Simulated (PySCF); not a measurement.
carbon monosulfide, CS, SMILES [C-]#[S+], point group C∞v.

Force field and properties: PBE0/pcSseg-2 (PySCF, grid level 2). Vibrational terms come from second-order perturbation theory with semi-diagonal cubic constants, by steps of ±0.6 along the normal coordinates of each isotopologue. The parent has the commonest isotopes.

Equilibrium geometry (Å):

| atom | x | y | z |
| --- | --- | --- | --- |
| C1 | 0.7701 | -0.0131 | -0.0095 |
| S2 | -0.7590 | 0.0182 | -0.0471 |

Question: How much do zero-point and thermal motion change the parent's shieldings?

Answer: 
```json
{"atom": "C1", "σe (ppm)": "-287.03", "anharmonic part, 0 K": "-1.94", "harmonic part, 0 K": "-0.57", "Δσ at 0 K": "-2.51", "Δσ at 100 K": "-2.61", "Δσ at 300 K": "-2.81"}
{"atom": "S2", "σe (ppm)": "-82.32", "anharmonic part, 0 K": "-5.79", "harmonic part, 0 K": "-2.49", "Δσ at 0 K": "-8.28", "Δσ at 100 K": "-8.57", "Δσ at 300 K": "-9.18"}
```

Question: And the bond lengths, in the parent and with ¹³C at 1?

Answer: 
```json
{"bond": "C1–S2", "re (Å)": "1.5299", "⟨r⟩ at 0 K": "1.5338", "between mean positions": "1.5338", "⟨r⟩, labelled": "1.5337"}
```

The study (26 SCF points, 79 basis functions) took 34 s on 1 thread of Intel Xeon Platinum 8488C, shared host (rough), peak memory 0.38 GiB, launched as `OMP_NUM_THREADS=1 python ens_run.py task.json out`.
